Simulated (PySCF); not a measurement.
Species: C4HClO.
SMILES: `C#CC(Cl)=C=O`

Method used: EOM-IP-CCSD/aug-cc-pVDZ in PySCF, restricted Hartree–Fock reference, 10 core orbitals frozen, non-relativistic, gas phase, PBE0-D3(BJ)/def2-SVP geometry.

Hartree–Fock orbital energies give these Koopmans values (eV): HOMO 9.29, HOMO-1 11.45, HOMO-2 12.36, HOMO-3 13.31, HOMO-4 14.80, HOMO-5 16.44, HOMO-6 18.22, HOMO-7 18.62.

Question: What vertical ionisation energies does EOM-IP-CCSD give?

Answer: 
| leading hole (HF orbital) | Koopmans (eV) | EOM-IP-CCSD (eV) | change (eV) | one-hole share |
| --- | --- | --- | --- | --- |
| HOMO | 9.29 | 8.84 | -0.45 | 0.96 |
| HOMO-1 | 11.45 | 11.24 | -0.21 | 0.96 |
| HOMO-2 | 12.36 | 11.65 | -0.71 | 0.94 |
| HOMO-3 | 13.31 | 12.25 | -1.06 | 0.95 |
| HOMO-4 | 14.80 | 13.46 | -1.34 | 0.93 |
| HOMO-5 | 16.44 | 15.16 | -1.28 | 0.93 |
| HOMO-7 | 18.62 | 16.17 | -2.45 | 0.87 |
| HOMO-6 | 18.22 | 16.83 | -1.39 | 0.92 |

Question: Does the order of the lines follow the orbital energies?

Answer: No: the HOMO-7 hole (16.17 eV) falls below the HOMO-6 hole (16.83 eV). The corrections run from -2.45 to -0.21 eV, with a mean of -1.11 eV over the 8 lines; no line lies above its Koopmans value.

Question: At what kinetic energies would He I light (21.22 eV) eject these electrons?

Answer: 12.38 eV (HOMO), 9.98 eV (HOMO-1), 9.57 eV (HOMO-2), 8.97 eV (HOMO-3), 7.76 eV (HOMO-4), 6.06 eV (HOMO-5), 5.05 eV (HOMO-7), 4.39 eV (HOMO-6).

One root was sought for each valence orbital with −ε under 21 eV, eight at most, so deeper holes and satellites are missing; no vibrational structure.
